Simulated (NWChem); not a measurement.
System: propane (C3H8); SMILES C(C)C

Program: NWChem. All runs use the structure optimised with PBE0/def2-SVP. Level: PBE/def2-SVP with SMD (1 M gas to 1 M solution), gas-phase geometry.

| solvent | dielectric constant | solvation free energy (kcal/mol) | cavity-dispersion-structure term (kcal/mol) | dipole in solution (D) |
|---|---|---|---|---|
| water | 78.4 | 2.0 | 2.5 | 0.07 |
| toluene | 2.37 | -2.1 | -1.8 | 0.07 |
| acetonitrile | 35.7 | -1.3 | -0.9 | 0.07 |
| ethanol | 24.9 | -1.3 | -0.9 | 0.07 |
| ethylene glycol | 40.2 | 0.6 | 1.0 | 0.07 |
| ethyl acetate | 5.99 | -1.6 | -1.2 | 0.07 |
